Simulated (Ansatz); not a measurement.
Input for Ansatz (an electronic-structure program): U-B3LYP/def2-TZVPP on H3Si (SMILES [SiH3]), 2S+1 = 2, atoms moved off the minimum.

Ansatz 0.2 input:
```yaml
crystal:
  periodic: [false, false, false]
  atoms:
    - {symbol: Si, position_ang: [0.06139196, -0.03938388, 0.07556247]}
    - {symbol: H, position_ang: [-0.59165345, 1.21786585, -0.27123271]}
    - {symbol: H, position_ang: [1.46441830, -0.10133377, -0.29402845]}
    - {symbol: H, position_ang: [-0.74361758, -1.15199950, -0.25428866]}
basis:
  gaussian:
    orbitals: def2-TZVPP
hamiltonian:
  xc: {name: B3LYP}
magnetization: {spin_polarized: true, initial_magnetization: 1}
output: {forces: true}
```

Question: Give the final energy of this run.

Answer: -291.2601 hartree.
